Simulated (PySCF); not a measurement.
# How well do the runs reproduce experiment for dinitrogen?

**Experimental background.**

NIST CCCBDB Release 22 (SRD 101), experimental polarizabilities lists, for the gas: mean polarisability 1.71 Å³.

How close the calculation comes is told at the end.

Compound: dinitrogen, N₂.
Atom-mapped SMILES: `[N:1]#[N:2]`

Structure used (GFN2-xTB), in Å, numbered top down from 1:
```xyz
2
N2 angstrom
N      0.5505   -0.0021   -0.0038
N     -0.5477    0.0034   -0.0104
```

Runs made with PySCF (gas phase, on this GFN2-xTB geometry; no spin–orbit coupling):

```tsv
level	job	basis functions	wall time
CAM-B3LYP/def2-SVPD	8 singlets by full TDDFT, 3 Tamm–Dancoff triplets, polarisability	40	0.9 s
```

Hardware: an x86-64 server with one thread, shared host.

## Comparison

**Mean polarisability.** Measured: 1.71 Å³ (NIST CCCBDB Release 22 (SRD 101), experimental polarizabilities).

```tsv
level	computed (Å³)	computed − measured (Å³)	% (from the printed values)
CAM-B3LYP/def2-SVPD	1.63	-0.08	-5
```

The computed values are static and purely electronic, with core orbitals frozen in the response (1 au = 0.148185 Å³). The table of measured values doesn't say here whether a value is static or optical, or holds a vibrational part.

The geometry is computed, not the measured one. Where a level misses, the cause wasn't examined.
